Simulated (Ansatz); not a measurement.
**CH₄FS− (SMILES [F-].CS): functionals against CCSD(T) at one geometry**

The atoms stand at the structure in which a pair of molecules ended after relaxing, with changed bonds. How far do the functionals agree with CCSD(T) there?

Program: Ansatz 0.2.0, Gaussian basis. Level of theory: single points in def2-TZVPPD. These are calculated values, not measurements.

Cores are frozen in the correlated methods. B3LYP uses VWN-RPA correlation.

2 further runs of the same task are left out: 2 set aside as unsound or not needed.

## Step 1: Where the work starts

7 atoms, charge -1, spin multiplicity 1.

Atoms are counted from 1 here; the program's logs count them from 0.

Bond lengths: F1–H7 1.010 Å, C2–S3 1.817 Å, C2–H4 1.096 Å, C2–H5 1.096 Å, C2–H6 1.095 Å. Angles: S3–C2–H4 111.6°, S3–C2–H5 110.7°, S3–C2–H6 111.6°, H4–C2–H5 107.6°, H4–C2–H6 107.5°, H5–C2–H6 107.6°.

As a file:

```
F     0.94379   -0.28376   -2.43278
C    -0.48223    0.22382    0.79886
S     0.96545   -0.80574    0.41736
H    -0.31877    1.27000    0.51792
H    -0.70305    0.19992    1.87172
H    -1.37580   -0.12423    0.26927
H     0.97062   -0.47992   -1.44245
```

## Step 2: PBE-D4/def2-TZVPPD

run/in.yaml

```yaml
crystal:
  periodic: [false, false, false]
  atoms:
    - {symbol: F, position_ang: [0.943787, -0.283758, -2.432781]}
    - {symbol: C, position_ang: [-0.482233, 0.223823, 0.798860]}
    - {symbol: S, position_ang: [0.965450, -0.805742, 0.417365]}
    - {symbol: H, position_ang: [-0.318774, 1.269999, 0.517922]}
    - {symbol: H, position_ang: [-0.703049, 0.199925, 1.871717]}
    - {symbol: H, position_ang: [-1.375799, -0.124230, 0.269266]}
    - {symbol: H, position_ang: [0.970618, -0.479918, -1.442451]}
basis:
  gaussian: {orbitals: "def2-TZVPPD.json"}
total_charge: -1
hamiltonian: {xc: pbe, dispersion: d4}
```

The basis file named in the input lies beside it (Basis Set Exchange, JSON).

Command:

```sh
$ ansatz run in.yaml --threads 2 --pin off --events-out ev --progress --plain --max-ram 5222MiB
```

## Step 3: r2SCAN-D4/def2-TZVPPD

Edit run/in.yaml of step 2 so:

```diff
@@ -13,2 +13,2 @@
 total_charge: -1
-hamiltonian: {xc: pbe, dispersion: d4}
+hamiltonian: {xc: r2scan, dispersion: d4}
```

## Step 4: PBE0-D4/def2-TZVPPD

Edit run/in.yaml of step 3 so:

```diff
@@ -13,2 +13,3 @@
 total_charge: -1
-hamiltonian: {xc: r2scan, dispersion: d4}
+hamiltonian: {xc: pbe0, dispersion: d4}
+output: {orbitals: {seedname: orbitals}}
```

## Step 5: B3LYP-D4/def2-TZVPPD

Edit run/in.yaml of step 4 so:

```diff
@@ -13,3 +13,2 @@
 total_charge: -1
-hamiltonian: {xc: pbe0, dispersion: d4}
-output: {orbitals: {seedname: orbitals}}
+hamiltonian: {xc: {name: B3LYP}, dispersion: d4}
```

## Step 6: wB97M-V/def2-TZVPPD

Edit run/in.yaml of step 5 so:

```diff
@@ -13,2 +13,2 @@
 total_charge: -1
-hamiltonian: {xc: {name: B3LYP}, dispersion: d4}
+hamiltonian: {xc: {name: wB97M-V}}
```

## Step 7: CCSD(T)/def2-TZVPPD

Edit run/in.yaml of step 6 so:

```diff
@@ -13,2 +13,2 @@
 total_charge: -1
-hamiltonian: {xc: {name: wB97M-V}}
+correlation: {method: ccsd_t}
```

(Steps that only read results are left out.)

What does the calculation give? Wanted: HOMO and LUMO, PBE0-D4; T1 diagnostic.

The runs gave:

| quantity | value |
| --- | --- |
| HOMO and LUMO, PBE0-D4 | -0.58 and 4.04 eV |
| T1 diagnostic | 0.011 |
